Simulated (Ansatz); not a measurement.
# MgNH (singlet): wave-function methods side by side at distance N1–Mg2 = 1.854 Å, 6-31G

Aim: climb from Hartree-Fock through coupled cluster and multireference methods for MgNH (singlet) at one geometry and basis, and see what each rung misses.

Method: 6-31G, core rule «outside noble gas», up to 6 orbitals frozen; program: Ansatz 0.2.0, Gaussian basis.

The runs, in order: UHF; CCSD(T) on RHF; CCSD(T) on UHF; BCCD(T) on RHF; CISD; CCSDT(Q) on RHF; CCSDT(Q) on UHF; CCSDTQ on RHF; CCSDTQ on UHF; CASSCF and MRCISD+Q, 2 electrons in 2 orbitals; CASSCF and NEVPT2, 2 electrons in 2 orbitals; Full CI.

41 further runs of the same task are left out: 14 for a known fault of the program, 22 that didn't finish, 5 set aside as unsound or not needed.

## Step 1: The geometry

The geometry derives from a PBE0/def2-TZVP stationary point (not a proven minimum). One bond is set to the value named and the two fragments are kept rigid.

3 atoms, charge 0, spin multiplicity 1.

Atoms are counted from 1 here; the program's logs count them from 0.

Bond lengths: N1–Mg2 1.854 Å, N1–H3 1.028 Å. Angles: Mg2–N1–H3 110.2°.

## Step 2: UHF

File in.yaml:

```yaml
crystal:
  periodic: [false, false, false]
  atoms:
    - {symbol: N, position_ang: [0.000000, -0.119822, 1.130739]}
    - {symbol: Mg, position_ang: [0.000000, 0.035402, -0.716556]}
    - {symbol: H, position_ang: [0.000000, 0.811440, 1.565553]}
basis:
  gaussian: {orbitals: 6-31G}
magnetization: {spin_polarized: true, initial_magnetization: 0}
hamiltonian: {xc: hf}
output: {orbitals: {seedname: orbitals}}
```

On the command line:

```
ansatz run in.yaml --threads 1 --pin off --events-out ev --progress --plain --max-ram 2393MiB
```

The runs that follow: CCSD(T) on RHF; CCSD(T) on UHF; BCCD(T) on RHF; CISD; CCSDT(Q) on RHF; CCSDT(Q) on UHF; CCSDTQ on RHF; CCSDTQ on UHF; CASSCF and MRCISD+Q, 2 electrons in 2 orbitals; CASSCF and NEVPT2, 2 electrons in 2 orbitals; Full CI.

**Question.** What will the summary of the whole plan be? Wanted: FCI below the RHF energy; RMP2 from FCI; RCCSD from FCI; RCCSD(T) from FCI; RCCSDT(Q) from FCI; NEVPT2 pair from FCI; MRCISD+Q pair from FCI; T1 diagnostic; effectively unpaired electrons.

The runs gave:

| quantity | value |
| --- | --- |
| FCI below the RHF energy | -5.3133 eV |
| RMP2 from FCI | +833.1 meV |
| RCCSD from FCI | +313.7 meV |
| RCCSD(T) from FCI | +11.3 meV |
| RCCSDT(Q) from FCI | -28.5 meV |
| NEVPT2 pair from FCI | +572.1 meV |
| MRCISD+Q pair from FCI | +123.2 meV |
| levels within 1 kcal/mol (43 meV) | RCCSD(T), BCCD(T), RCCSDT, RCCSDT(Q), RCCSDTQ |
| T1 diagnostic | 0.066 |
| effectively unpaired electrons | 0.73 |

In words: RCCSD(T) lands +11.3 meV from the yardstick (0.2 % of the correlation energy). RCCSDT(Q) falls below full CI, which methods that aren't variational can do. The occupations show some static correlation. Of the multireference levels listed MRCISD+Q pair comes nearest in total energy (+123.2 meV), which doesn't show that its space is the better one. These misses are within one basis, not against nature.
